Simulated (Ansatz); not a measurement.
Take a crystal in which In has been replaced by Ga on all its sites, with the cell rescaled by a rough guess (in some cases also distorted within its space group) and nothing relaxed:

```yaml
crystal:
  lattice:
    - [1.69895, 0.98089, 5.55108]
    - [-1.69895, 0.98089, 5.55108]
    - [0.00000, -1.96177, 5.55108]
  atoms:
    - { symbol: Tl, position: [0.50000, 0.50000, 0.50000] }
    - { symbol: Ga, position: [0.00000, 0.00000, 0.00000] }
```

The calculation used DFT PBEsol, scalar-relativistic, plane waves, PAW (Ansatz).

Settings: cutoff 420 eV, Γ-centred mesh 15×15×15 on the computed 2-atom cell, Gaussian smearing of 0.10 eV; no spin polarisation.

Problem. What pressure does the cell carry?

Solution. The pressure is -4.8 GPa (positive in compression), so the cell would contract.

Problem. Is it a metal on this mesh?

Solution. Yes, a band crosses the Fermi level.

Problem. What is its energy against the elements in their standard states?

Solution. +0.214 eV/atom at this unrelaxed geometry, with the elements in the same functional.

Spin-orbit coupling is left out, which matters for the bands of heavy elements.